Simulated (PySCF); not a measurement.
## Ionisation energy of P by level of theory

P [Ne] 3s2 3p3 (4S) → P⁺ [Ne] 3s2 3p2 (3P), as a difference of total energies. Computed with PySCF 2.14 in aug-cc-pVTZ-DK (6s5p3d2f, 50 functions), with scalar relativity by spin-free X2C-1e. Correlated levels: valence: [Ne] frozen. The calculations carry no spin-orbit coupling.

```json
{"method": "UHF", "ionisation energy (eV)": "9.901", "error (eV)": "-0.625"}
{"method": "LDA", "ionisation energy (eV)": "10.574", "error (eV)": "+0.048"}
{"method": "PBE", "ionisation energy (eV)": "10.484", "error (eV)": "-0.042"}
{"method": "PBE0", "ionisation energy (eV)": "10.524", "error (eV)": "-0.002"}
{"method": "r2SCAN", "ionisation energy (eV)": "10.633", "error (eV)": "+0.107"}
{"method": "BHandHLYP", "ionisation energy (eV)": "10.250", "error (eV)": "-0.276"}
{"method": "PBEsol", "ionisation energy (eV)": "10.474", "error (eV)": "-0.052"}
{"method": "B97-3", "ionisation energy (eV)": "10.330", "error (eV)": "-0.196"}
{"method": "wB97M-V", "ionisation energy (eV)": "10.258", "error (eV)": "-0.268"}
{"method": "MP2 (valence)", "ionisation energy (eV)": "10.485", "error (eV)": "-0.041"}
{"method": "SCS-MP2 (valence)", "ionisation energy (eV)": "10.307", "error (eV)": "-0.219"}
```

Reference: 10.526 eV (measured; NIST levels, between the centres of gravity of the two terms).

Errors of the correlated levels include the incompleteness of this basis and the frozen core.
